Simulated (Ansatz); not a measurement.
Write a Python script for the Ansatz DFT code, driven from Python that makes harmonic frequencies at the relaxed geometry of C₂H₃ClS₂, SMILES SC=C(S)Cl. Use (for the species named): PBE0, cc-pVDZ basis, multiplicity 1.

Script `freq_c2h3cls2.py`:
```python
"""Vibrations and zero-point energy of C2H3ClS2."""

import itertools

import ansatz as az
from ase.data import atomic_numbers, covalent_radii
import numpy as np
from rdkit import Chem
from rdkit.Chem import AllChem

params = {
    "basis_set": "cc-pVDZ",
    "functional": "pbe0",
}

# a force-field geometry from the SMILES
rd = Chem.AddHs(Chem.MolFromSmiles("SC=C(S)Cl"))
AllChem.EmbedMolecule(rd, randomSeed=237)
AllChem.UFFOptimizeMolecule(rd)
mol = az.Crystal.molecule()
for atom, xyz in zip(rd.GetAtoms(), rd.GetConformer().GetPositions()):
    mol = mol.atom(atom.GetSymbol(), xyz.round(5).tolist())

base = (
    mol.calculation()
    .basis(gaussian=params["basis_set"])
    .functional(params["functional"])
)
symbols = [site.symbol for site in mol.cartesian_sites]
start = np.array([site.position_ang for site in mol.cartesian_sites], dtype=float)
report = base.relax(force_tolerance=0.003, max_steps=100).run().report
end = np.array(report["positions_ang"])

# pairs closer than 1.2 times the sum of covalent radii, before or after
radius = [covalent_radii[atomic_numbers[s]] for s in symbols]
span = lambda where, i, j: np.linalg.norm(where[i] - where[j])
bonded = [(i, j) for i, j in itertools.combinations(range(len(symbols)), 2) if min(span(start, i, j), span(end, i, j)) < 1.2 * (radius[i] + radius[j])]
print("pair        before    after (A)")
for i, j in bonded:
    print(f"{symbols[i]}{i}-{symbols[j]}{j}".ljust(10), f"{span(start, i, j):8.4f} {span(end, i, j):8.4f}")

# frequencies need a stationary point, so they are taken at the relaxed geometry
minimum = az.Crystal.molecule()
for symbol, place in zip(symbols, end):
    minimum = minimum.atom(symbol, place.tolist())
vibrating = minimum.calculation()
vibrating = vibrating.basis(gaussian=params["basis_set"])
vibrating = vibrating.functional(params["functional"])
vibrating = vibrating.phonons(temperatures=(298.15, 498.15, 100))
vib = vibrating.run().report["vibrations"]
sums = vib["harmonic_sums"]
modes = [m["omega_inv_cm"] for m in sums["modes_at_gamma"] if m["rigid_motion"] == "no"]
for number, w in enumerate(modes, start=1):
    print(f"mode {number:2d} {w:9.1f} 1/cm {w / 8065.544 * 1000:8.2f} meV")
print("imaginary modes:", sum(w < 0 for w in modes), " zero-point energy:", round(sums["zero_point_energy_ev"], 4), "eV")
print("T (K)   F_vib (eV)   S_vib (meV/K)   C_vib (meV/K)")
for row in zip(sums["temperatures_k"], sums["vibrational_free_energy_ev"], vib["entropy_ev_per_k"], vib["heat_capacity_ev_per_k"]):
    print(f"{row[0]:6.1f} {row[1]:11.4f} {1000 * row[2]:13.4f} {1000 * row[3]:15.4f}")

# all hydrogen replaced by deuterium
heavier = vibrating.phonons(masses={"H": 2.014102}).run().report["vibrations"]["harmonic_sums"]
print("deuterated (1/cm):", " ".join(f"{m['omega_inv_cm']:.0f}" for m in heavier["modes_at_gamma"] if m["rigid_motion"] == "no"))
print("zero-point energy falls by", round(sums["zero_point_energy_ev"] - heavier["zero_point_energy_ev"], 4), "eV")
```

Running `python freq_c2h3cls2.py` prints:
```text
pair        before    after (A)
S0-C1        1.7960   1.7449
S0-H5        1.4074   1.3565
C1-C2        1.3395   1.3444
C1-H6        1.0855   1.0926
C2-S3        1.7920   1.7640
C2-Cl4       1.7611   1.7473
S3-H7        1.4075   1.3592
mode  1     159.6 1/cm    19.79 meV
mode  2     185.1 1/cm    22.95 meV
mode  3     239.9 1/cm    29.74 meV
mode  4     282.0 1/cm    34.96 meV
mode  5     294.7 1/cm    36.54 meV
mode  6     388.6 1/cm    48.19 meV
mode  7     457.6 1/cm    56.74 meV
mode  8     584.2 1/cm    72.43 meV
mode  9     808.1 1/cm   100.19 meV
mode 10     831.0 1/cm   103.03 meV
mode 11     895.7 1/cm   111.05 meV
mode 12     948.2 1/cm   117.56 meV
mode 13     986.8 1/cm   122.34 meV
mode 14    1252.7 1/cm   155.31 meV
mode 15    1656.8 1/cm   205.41 meV
mode 16    2662.9 1/cm   330.15 meV
mode 17    2695.0 1/cm   334.14 meV
mode 18    3226.1 1/cm   399.99 meV
imaginary modes: 0  zero-point energy: 1.1503 eV
T (K)   F_vib (eV)   S_vib (meV/K)   C_vib (meV/K)
 298.1      1.0856        0.5481          0.6772
 398.1      1.0198        0.7660          0.8296
 498.1      0.9331        0.9648          0.9433
deuterated (1/cm): 132 179 190 225 278 374 422 545 641 680 724 801 903 1012 1640 1913 1935 2382
zero-point energy falls by 0.2219 eV
```

What to keep in mind:
- The frequencies are harmonic and unscaled, in a modest basis.
- The result belongs to the one conformer reached from this start, and soft torsions count as harmonic oscillators.
- It ran for 8.5 min on 1 thread of Arm Neoverse V1, on a shared host, peak memory 0.35 GiB.
